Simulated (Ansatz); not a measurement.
Loss of H2: C2H3O → C2HO + H2

Species: C2H3O (vinyloxy radical) `C=C[O]`, doublet; C2HO (ethynyloxy radical) `C#C[O]`, doublet; H2 (hydrogen), singlet. 

Shapes, held fixed at every level: PBE0-D4/def2-TZVP. Programs: Ansatz 0.2.0. The zero-point and thermal change to 298 K, harmonic and unscaled (PBE0-D4/def2-TZVP), is -27.1 kJ/mol.

Q: Estimate ΔH(298 K) of this reaction.

A: B2PLYP/def2-TZVPP gives ΔH(298 K) = +151.1 kJ/mol; the levels span +150.9 to +213.3. The median of the levels is +158.6. No measured value is set beside it here. Spin contamination: C2H3O (⟨S²⟩ up to 0.92), C2HO (⟨S²⟩ up to 0.81). Open shells run unrestricted unless RO is named. Times are processor times on shared x86 and Arm servers, and rough.

| level | kind | ΔH(298 K) (kJ/mol) | CPU time (sum over the molecules) |
| --- | --- | --- | --- |
| HF/def2-SVP | Hartree–Fock | +213.3 | – |
| HF/def2-TZVPP | Hartree–Fock | +193.7 | – |
| PBE-D4/def2-TZVPP | GGA | +150.9 | 12 s |
| r2SCAN-D4/def2-TZVPP | meta-GGA | +154.6 | 30 s |
| B3LYP-D4/def2-TZVPP | global hybrid | +154.0 | 13 s |
| r2SCAN0-D4/def2-TZVPP | global hybrid | +173.8 | 21 s |
| wB97M-V/def2-TZVPP | range-separated hybrid | +162.6 | 41 s |
| B2PLYP/def2-TZVPP | double hybrid | +151.1 | 17 s |
